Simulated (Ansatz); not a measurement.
A nudged elastic band was laid between two geometries of C₃H₆OS (11 atoms, charge 0, multiplicity 1).

Theory: RKS revPBE-D4/def2-SVP in Ansatz 0.2.0.

```
movable images  : 5
climbing image  : yes
spring          : 5.0 eV/Å²
optimiser       : quadratic models (default)
start path      : through a guess of the saddle point
force threshold : 0.05 eV/Å
iteration limit : 60
end points      : relaxed
```

Image 0:

```xyz
11
Properties=species:S:1:pos:R:3
C -0.712 2.244 -0.089
C -0.394 0.934 -0.155
S 0.322 0.010 1.173
C 0.924 -1.457 0.210
O -0.075 -2.119 -0.517
H -0.505 2.856 0.803
H -1.208 2.734 -0.940
H -0.622 0.324 -1.046
H 1.421 -2.088 0.983
H 1.687 -1.121 -0.520
H -0.772 -2.374 0.119
```

Image 6:

```xyz
11
Properties=species:S:1:pos:R:3
C -0.579 1.445 -0.627
C -0.414 1.246 0.698
S 0.173 -0.199 1.533
C 0.834 -1.214 0.141
O -0.118 -1.697 -0.769
H -0.403 0.656 -1.371
H -0.925 2.427 -0.986
H -0.648 2.045 1.424
H 1.405 -2.018 0.663
H 1.544 -0.584 -0.432
H -0.803 -2.166 -0.253
```

Question: What changes between the two ends?

Answer: No bond is made or broken. The dihedral C1–C2–S3–C4 goes from -164 to 12°.

Question: What energy profile does the band end with?

Answer: It converged. The highest image is number 3 of 0 to 6, 16.9 kJ/mol above the first end and 19.3 kJ/mol above the last; the last end lies 2.3 kJ/mol below the first. A vibrational analysis at the climbing image gives one clearly imaginary mode, 84i cm⁻¹: a first-order saddle point.

```csv
image,path coordinate (Å),energy (kJ/mol),dihedral C1–C2–S3–C4 (°)
0,0.00,0.0,-164
1,0.97,4.4,-135
2,1.94,13.2,-106
3,2.91,16.9,-76
4,3.91,13.5,-45
5,4.92,4.3,-16
6,5.92,-2.3,12
```

Question: What is the geometry of the highest image?

Answer: 
```xyz
11
Properties=species:S:1:pos:R:3
C -0.364 1.952 -0.265
C -1.025 0.843 0.117
S -0.381 -0.318 1.319
C 0.890 -1.198 0.283
O 0.370 -1.952 -0.773
H 0.622 2.209 0.155
H -0.791 2.632 -1.021
H -2.021 0.607 -0.296
H 1.452 -1.797 1.041
H 1.571 -0.442 -0.154
H -0.257 -2.593 -0.385
```

Question: What are the harmonic wavenumbers there?

Answer: 84i, 93, 204, 307, 381, 448, 602, 629, 684, 898, 905, 954, 994, 1070, 1147, 1241, 1268, 1340, 1347, 1419, 1611, 2920, 3056, 3067, 3098, 3169, 3668 cm⁻¹.

Time of the run: 110 s on 2 threads of Arm Neoverse V1, on a shared host, peak memory 0.14 GiB.
